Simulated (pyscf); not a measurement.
PySCF, gas phase, ωB97X-D3(BJ)/def2-SVP geometries. Correlated levels are frozen-core, on RHF or UHF. ΔMP2 is the change of the MP2 total energy from the triple- to the quadruple-zeta basis.

### Question
PBE/def2-TZVP puts the barrier of `[O]=[B][OH]` + `[OH2]` + `[H]` [doublet] → `[OH][B]([OH])[OH]` + `[H]` [doublet] (addition across a multiple bond or ene-type step; doublet surface; H–O broken, H–O, B–O formed) at -23.9 kJ/mol and the reaction energy at -217.9 kJ/mol, from the separated reactants. What do M06-2X/def2-TZVP, ωB97M-D3(BJ)/def2-TZVP, CCSD(T)/def2-TZVPP + ΔMP2(QZVPP) give on the same structures?

### Answer
M06-2X: ΔE‡ = -8.4 kJ/mol, ΔE = -244.7 kJ/mol; ωB97M-D3(BJ): ΔE‡ = -4.9 kJ/mol, ΔE = -229.3 kJ/mol; CCSD(T): ΔE‡ = 3.4 kJ/mol, ΔE = -226.0 kJ/mol. PBE's barrier lies under all of them, by 15.5 to 27.3 kJ/mol. Its reaction energy lies over all of them, by 8.1 to 26.8 kJ/mol. Low barriers are usual for a GGA, whose delocalisation error favours stretched bonds. On the reactant side the descent ends in a bound adduct (not fully relaxed), 46.3 kJ/mol under the separated species and 41.9 kJ/mol under the saddle at ωB97X-D3(BJ)/def2-TZVP. At PBE, M06-2X, ωB97M-D3(BJ) the saddle lies under the separated reactants, which points to a path from their complex (located at ωB97X-D3(BJ) alone). One saddle was located; it need not be the lowest between these sides. The CCSD(T) − MP2 part came from Ansatz, without density fitting, on the same reference.
